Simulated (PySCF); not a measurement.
# A diatomic session: AlP+

One table from this session's results is given with a row withheld; the runs are named, their logs left out.

The runs use PySCF 2.14.0; Al jorge-DZP-DKH, P jorge-DZP-DKH, spin-free X2C with a Gaussian nucleus.

Set-up of the first run:

The job is set up so:

```json
{"atoms": "Al, P", "charge": "1", "basis": "Al jorge-DZP-DKH, P jorge-DZP-DKH", "Hamiltonian": "spin-free X2C with a Gaussian nucleus", "basis functions": "48", "electrons treated": "27", "masses in u": "26.9815, 30.9738", "levels": "PBE0, PBE, r²SCAN, M06-2X, BP86, M06, HF, MP2, SCS-MP2, CCSD, CCSD(T)", "grid": "80 radial by 434 angular points", "occupations": "held fixed by the projection of orbital angular momentum", "dissociation limit": "Al+ + P, each in its ground configuration", "starting distance in angstrom": "2.360", "values of 2S to try": "1, 3"}
```

Started as:

```sh
> OMP_NUM_THREADS=1 python dia.py task.json out
```

Among the steps run: Set-up; The PBE0 curve of the state that the search chose; Other states along the same grid; PBE (GGA); r²SCAN (meta-GGA); M06-2X (hybrid meta-GGA); BP86; M06; ROHF (mean field); Correlated methods on the Hartree–Fock reference.

One of the session's tables, all rows but one given; the rest of the session is left out.

Energy (eV) from each level's lowest point:

```
R (Å)   ROHF  ROHF-MP2  ROHF-SCS-MP2  ROHF-CCSD  ROHF-CCSD(T)
2.167  0.766     0.503         0.560        n/a           n/a
2.268  0.566     0.240         0.282      0.356         0.304
2.369  0.436     0.089         0.113      0.185         0.148
2.444  0.344     0.054         0.071      0.105         0.078
2.520  0.262     0.031         0.044      0.055         0.035
2.596  0.194     0.014         0.024      0.024         0.012
2.696      ?         ?             ?          ?             ?
2.822  0.063     0.000         0.000      0.000         0.006
2.974  0.022     0.013         0.006      0.014         0.030
3.175  0.000     0.044         0.030        n/a           n/a
```

Estimate the missing values for R (Å) = 2.696.

Worked estimate for «ROHF». A straight line through the neighbours (2.596, 0.194) and (2.822, 0.063) gives 0.194 + (0.063 − 0.194) × (2.696 − 2.596) / (2.822 − 2.596) = 0.136; a parabola fitted to 4 rows on both sides gives 0.125.

The run gave: ROHF: 0.123; ROHF-MP2: 0.002; ROHF-SCS-MP2: 0.007; ROHF-CCSD: 0.004; ROHF-CCSD(T): 0.000. In «ROHF» the line misses by +0.013 and the parabola by +0.002.
